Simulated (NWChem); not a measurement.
System: sulfur dioxide (SO2); SMILES O=S=O

Input file for NWChem:

```
start job
memory heap 200 mb stack 900 mb global 1100 mb
geometry units angstroms noautoz
  O      1.250381     0.000000     0.373591
  S      0.000000     0.000000    -0.369092
  O     -1.250381     0.000000     0.373591
end
basis spherical
  * library def2-tzvpd
end
dft
  xc xtpss03 ctpss03
  iterations 150
  mulliken
end
task dft energy
```

Geometry: optimised at PBE0/def2-SVP.

Q: What results follow from this input? (TPSS/def2-TZVPD.) Quantities: energy (Ha); highest occupied level (eV); orbital gap (eV); dipole (D).

A: 
```
Property                      Result
---------------------------  -------
energy (Ha)                  -548.76
highest occupied level (eV)    -8.19
orbital gap (eV)                3.65
dipole (D)                      1.58
```
